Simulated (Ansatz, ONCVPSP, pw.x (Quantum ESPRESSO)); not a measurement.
# pw.x on diamond Be: one setting changed

Potential: optimised norm-conserving Vanderbilt (ONCV), ONCVPSP 4.0.1.1 (patched build), LDA (Perdew-Wang 92); core [He], reference 2s2; waves: 2s: rc 1.74 bohr, ncon 4, nbas 8, qcut 5.1 1/bohr, 1 projector; p scattering state at 0.3 Ha: rc 1.86 bohr, ncon 4, nbas 8, qcut 5 1/bohr, 2 projectors, debl 2.3 Ha; d scattering state at 0.38 Ha: rc 1.44 bohr, ncon 4, nbas 8, qcut 9.3 1/bohr, 1 projector; local part: polynomial inside 1.14 bohr (lpopt 1, dvloc0 2 Ha); core correction: polynomial model core, fcfact 0.35. In the p channel the program set the typed energies aside and used 0.050, 2.350 Ha.

The reference run (k-mesh 10³, cutoffs 50/200 Ry, Fermi–Dirac 0.01 Ry, mixing_beta 0.4, conv_thr 1e-9, no spin) gives -0.30 GPa at 14.092 Å³/atom, where all-electron LAPW gives -0.06 GPa. This run, with its own iteration cap, changes nspin = 2 with starting_magnetization to 0.5.

```
&control
  calculation='scf', prefix='x', pseudo_dir='./', outdir='./tmp', tstress=.true., disk_io='none'
/
&system
  ibrav=0, nat=2, ntyp=1, ecutwfc=50, ecutrho=200, nbnd=9,
  occupations='smearing', smearing='fd', degauss=0.01, nspin=2, starting_magnetization(1)=0.5
/
&electrons
  conv_thr=1e-09, mixing_beta=0.4, electron_maxstep=70
/
ATOMIC_SPECIES
Be 1.0 Be.UPF
CELL_PARAMETERS angstrom
  0.00000000 2.41541010 2.41541010
  2.41541010 0.00000000 2.41541010
  2.41541010 2.41541010 0.00000000
ATOMIC_POSITIONS crystal
Be 0.0000 0.0000 0.0000
Be 0.2500 0.2500 0.2500
K_POINTS automatic
10 10 10 0 0 0
```

```bash
pw.x < Be.scf.in > Be.scf.out
```

How does the run end?

It converges in 8 iterations; the free energy moves by +0.0 meV/atom and the pressure by +0.00 GPa. The result is that of the reference run.

```
Message from routine setup:
     using ibrav=0 with symmetry is DISCOURAGED, use correct ibrav instead
     lattice parameter (alat)  =       6.4551  a.u.
     unit-cell volume          =     190.1951 (a.u.)^3
     number of electrons       =         4.00
     number of Kohn-Sham states=            9
     kinetic-energy cutoff     =      50.0000  Ry
     charge density cutoff     =     200.0000  Ry
     scf convergence threshold =      1.0E-09
     Exchange-correlation= SLA  PW   NOGX NOGC
     atomic species   magnetization
     number of k points=    47  Fermi-Dirac smearing, width (Ry)=  0.0100
     iteration #  1     ecut=    50.00 Ry     beta= 0.40
     total energy              =      -5.02544603 Ry
     estimated scf accuracy    <       0.00793665 Ry
     total magnetization       =     0.86 Bohr mag/cell
     absolute magnetization    =     0.86 Bohr mag/cell
     iteration #  2     ecut=    50.00 Ry     beta= 0.40
     total energy              =      -5.03918802 Ry
     estimated scf accuracy    <       0.00287126 Ry
     total magnetization       =     0.64 Bohr mag/cell
     absolute magnetization    =     0.64 Bohr mag/cell
     iteration #  3     ecut=    50.00 Ry     beta= 0.40
     total energy              =      -5.04572719 Ry
     estimated scf accuracy    <       0.00045415 Ry
     total magnetization       =     0.30 Bohr mag/cell
     absolute magnetization    =     0.30 Bohr mag/cell
     iteration #  4     ecut=    50.00 Ry     beta= 0.40
     total energy              =      -5.04916826 Ry
     estimated scf accuracy    <       0.00000553 Ry
     total magnetization       =     0.01 Bohr mag/cell
     absolute magnetization    =     0.01 Bohr mag/cell
     iteration #  5     ecut=    50.00 Ry     beta= 0.40
     total energy              =      -5.04918871 Ry
     estimated scf accuracy    <       0.00000311 Ry
     total magnetization       =     0.00 Bohr mag/cell
     absolute magnetization    =     0.01 Bohr mag/cell
     iteration #  6     ecut=    50.00 Ry     beta= 0.40
     total energy              =      -5.04919358 Ry
     estimated scf accuracy    <          8.1E-09 Ry
     total magnetization       =    -0.00 Bohr mag/cell
     absolute magnetization    =     0.00 Bohr mag/cell
     iteration #  7     ecut=    50.00 Ry     beta= 0.40
     total energy              =      -5.04919362 Ry
     estimated scf accuracy    <          2.3E-09 Ry
     total magnetization       =     0.00 Bohr mag/cell
     absolute magnetization    =     0.00 Bohr mag/cell
     iteration #  8     ecut=    50.00 Ry     beta= 0.40
     the Fermi energy is     2.4853 ev
!    total energy              =      -5.04919362 Ry
     estimated scf accuracy    <          7.6E-12 Ry
     smearing contrib. (-TS)   =      -0.00436652 Ry
     The total energy is F=E-TS. E is the sum of the following terms:
     one-electron contribution =       2.41917269 Ry
     hartree contribution      =       0.11285085 Ry
     xc contribution           =      -2.85620999 Ry
     ewald contribution        =      -4.72064066 Ry
     total magnetization       =     0.00 Bohr mag/cell
     absolute magnetization    =     0.00 Bohr mag/cell
     convergence has been achieved in   8 iterations
          total   stress  (Ry/bohr**3)                   (kbar)     P=       -2.97
     Message from routine punch:
     Nothing written, as per user request (disk_io='none')
```

The run took about 18 s on one core of a shared host (Neoverse-N1, 64 threads, 124 GiB, load 55).
